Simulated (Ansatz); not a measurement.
bcc Ta

These are r²SCAN (Ansatz, a first-principles code, PAW) values and carry that method's errors.

Numerical settings: plane-wave cutoff 500 eV, 4×4×4 k mesh, Fermi–Dirac smearing 0.1 eV, cell of 54 sites, scalar-relativistic PAW data made under PBE.

Cell: relaxed at this level.

```json
{
  "vacancy_formation_energy": "3.10 eV",
  "vacancy_formation_energy_before_relaxation": "3.74 eV"
}
```

Measured, for comparison: vacancy formation energy 2.9 ± 0.4 eV (no zero-point or thermal correction, monovacancy, our sources range from 2.65 to 3.00; as tabulated in Mehl and Papaconstantopoulos (1996), arXiv:mtrl-th/9602003). Computed (rounded) less measured: vacancy formation energy not scored (sources differ).

Note: energies are extrapolated to zero smearing, and mesh and cell size move such values by some hundredths of an eV or more.

Spin–orbit coupling is not included.

Static lattice: no zero-point or thermal effects.

Computing time: very roughly 60 core-minutes.
